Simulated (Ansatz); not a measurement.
System: fcc Pt. Method: Hartree–Fock in Ansatz (plane waves, PAW).

Run with plane-wave cutoff 460 eV, 14×14×14 k mesh, Fermi–Dirac smearing 0.05 eV, scalar-relativistic PAW data made under PBE.

Cell (relaxed at this level):

```yaml
crystal:
  lattice:
    - [0.00000, 1.99583, 1.99583]
    - [1.99583, 0.00000, 1.99583]
    - [1.99583, 1.99583, 0.00000]
  atoms:
    - { symbol: Pt, position: [0.00000, 0.00000, 0.00000] }
```

**Question.** Predict the bulk modulus B0 and pressure derivative B′ of the bulk modulus.

**Answer.** 
* **bulk modulus B0**: 214 GPa
* **pressure derivative B′ of the bulk modulus**: 6.0

Measured, for comparison: bulk modulus 289 GPa (corrected for temperature and zero-point phonon effects; as tabulated in Levämäki et al. (2014), arXiv:1402.3671). Computed (rounded) less measured: bulk modulus -26 %.

Spin–orbit coupling is not included.

The computed numbers hold no vibrational or temperature effects.

Ansatz is an electronic-structure program.
